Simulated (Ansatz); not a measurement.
FHSi (`F[SiH]`), relaxed with RKS PBE0-D4/def2-TZVP in Ansatz 0.2.0 from a PBE-D4/def2-SVP geometry. The force threshold is 0.005 eV/Å; the program also tests the step.

The species carries charge 0 and has multiplicity 1.

Start:

```xyz
3

F     0.691   -0.199   -1.053
Si    0.371   -0.214    0.569
H    -1.062    0.413    0.484
```

By how much does the energy fall, and how many steps does the optimiser take? (Best estimate.)

Ansatz gave: 2.82 kJ/mol, in 4 steps.

Which bonds change most? (Best estimate.)

Computed: F1–Si2 from 1.653 to 1.612 Å; Si2–H3 from 1.567 to 1.540 Å.

Give the relaxed structure. (Estimate.)

The calculation gave: 
```xyz
3

F     0.671   -0.193   -1.026
Si    0.369   -0.212    0.557
H    -1.040    0.405    0.469
```
